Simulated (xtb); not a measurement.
acetylene (C2H2), SMILES C#C. All values are semi-empirical tight-binding results from xtb (GFN2-xTB unless named), good for trends rather than for accurate numbers. Geometry: GFN2-xTB.

Optimised geometry:

Bonded distances (Å): C1–C2 1.194, C1–H3 1.050, C2–H4 1.050. Bond angles (°): C2–C1–H3 180.0, C1–C2–H4 180.0.

- point group as xtb finds it = D∞h
- orbital gap = 7.29 eV
- dipole moment = 0.00 D
- zero-point energy = 16.6 kcal/mol
- G − E(el) at 298.15 K (modified RRHO) = 4.7 kcal/mol
- static polarisability (D4 model) = 23.0 bohr³
- solvation energy, GFN2-xTB/ALPB(water) = -0.9 kcal/mol
- solvation energy, GFN2-xTB/ALPB(thf) = -2.5 kcal/mol

Computed IR lines (harmonic; lines under 4 % of the strongest left out, lines within 3 cm⁻¹ merged):
ν (cm⁻¹): 849 (vs) (against the strongest line: vs over 80 %, s over 45 %, m over 15 %, w over 4 %, vw less)

Computed atomic charges and the Wiberg bond orders between heavy atoms:
charges (e) C1 -0.08, C2 -0.08, H3 0.08, H4 0.08. Bond orders C1–C2 3.00.
